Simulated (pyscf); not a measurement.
F–SiH₂–O–SiH₃ (SMILES F[SiH2]O[SiH3]) + •H₂C–F (SMILES [CH2]F) → •H₂Si–O–SiH₃ (SMILES [SiH2]O[SiH3]) + F–CH₂–F (SMILES FCF) (atom transfer; doublet surface; F–Si broken, C–F formed). PySCF, gas phase, ωB97X-D3(BJ)/def2-SVP geometries. Energies in kcal/mol from the separated reactants.

| level | barrier | reaction energy |
|---|---|---|
| PBE/def2-TZVP | ___ | +31.7 |
| B3LYP-D3(BJ)/def2-TZVP | 57.9 | +36.8 |
| PBE0-D3(BJ)/def2-TZVP | 58.1 | +33.8 |
| M06-2X/def2-TZVP | 63.8 | +36.3 |
| ωB97M-D3(BJ)/def2-TZVP | ___ | ___ |
| HF/def2-TZVP | 93.6 | +42.0 |

Question: Some entries are withheld; supply them.

Answer: 
- PBE/def2-TZVP, barrier: 49.0
- ωB97M-D3(BJ)/def2-TZVP, barrier: 63.6
- ωB97M-D3(BJ)/def2-TZVP, reaction energy: +37.8

The functionals in the table span 14.8 kcal/mol in this barrier, from PBE to M06-2X. This is the saddle that the search found; another between the same sides may lie lower. The angle at the transferred F is 160°.
